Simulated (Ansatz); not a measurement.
Two isomers of C3H5NO: A = `NC1=COC1`, B = `NC1CC1=O`.

Isolated molecules relaxed with PBE0-D4/def2-TZVP in Ansatz; ΔE leaves out vibrations. CBS: MP2 limit from def2 TZ/QZ plus the TZ coupled-cluster correction, frozen cores. DFT in def2-TZVPP. Each species was taken in one conformer, which may not be the lowest.

A:

Z-matrix (Å, degrees):
```
C
O 1 1.453
C 1 1.960 2 45.5
C 1 1.502 2 88.4 3 0.8
H 1 1.093 2 111.0 3 120.1
H 1 1.092 2 110.8 3 -116.2
H 3 1.081 1 169.1 2 -14.7
N 4 1.384 1 132.2 2 -172.8
H 8 1.011 4 113.5 1 -56.4
H 8 1.010 4 113.1 1 177.5
```

B:

Z-matrix (Å, degrees):
```
C
C 1 1.553
C 1 1.470 2 58.1
N 1 1.436 2 119.7 3 -112.5
H 1 1.087 2 113.3 3 109.3
H 2 1.085 1 116.2 3 -111.3
H 2 1.088 1 118.9 3 106.1
O 3 1.193 1 148.4 2 -166.0
H 4 1.014 1 110.5 2 38.1
H 4 1.014 1 110.2 2 155.7
```

(1) Which is lower in electronic energy at CCSD(T)/CBS, and by how much? (An estimate is asked.)

(2) Give E(B) − E(A) in kcal/mol with MP2/def2-TZVPP, PBE-D4, PBE0-D4, r2SCAN-D4, B2PLYP, CCSD/def2-TZVPP, LDA (SPW92). (Best estimate.)

(3) Does the order hold for the free energy at 298.15 K (harmonic terms from PBE0-D4)? (Best estimate.)

Largest T1 diagnostic: 0.014.

Answers

(1) The calculation gave: B, by 3.1 kcal/mol.

(2) Ansatz gave: MP2/def2-TZVPP -4.0, PBE-D4 -4.6, PBE0-D4 -4.1, r2SCAN-D4 -5.2, B2PLYP -4.6, CCSD/def2-TZVPP -4.0, LDA (SPW92) -1.3. None reverses the order clearly.

(3) Computed: Yes: G(B) − G(A) = -4.7 kcal/mol, for one conformer each.

At CCSD(T), def2-SVP lies −3.2 kcal/mol from the extrapolated value and def2-TZVPP −0.6 kcal/mol. In def2-TZVPP, CCSD(T) changes the Hartree–Fock value by +2.4 kcal/mol (the triples alone add +0.3 kcal/mol) and MP2 by +2.1 kcal/mol.
